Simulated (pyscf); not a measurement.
PySCF, gas phase, ωB97X-D3(BJ)/def2-SVP geometries.

Task: For the elementary gas-phase step silyl (SiH₃•) + HS–SnH₃ → H₃Si–S–SnH₃ + H atom (H•) (doublet surface; H–S broken, S–Si formed), what barrier and reaction energy does ωB97M-D3(BJ)/def2-TZVP give, measured from the separated reactants?

Result: ΔE‡ = 0.45 eV, ΔE = +0.09 eV. Zero-point energy shifts the barrier by -0.05 eV. It is a substitution at S, with an imaginary mode of 572i cm⁻¹. One saddle was located; it need not be the lowest between these sides. The angle at the attacked S is 169°. Elements past Kr carry the def2 core potentials, without spin-orbit coupling.
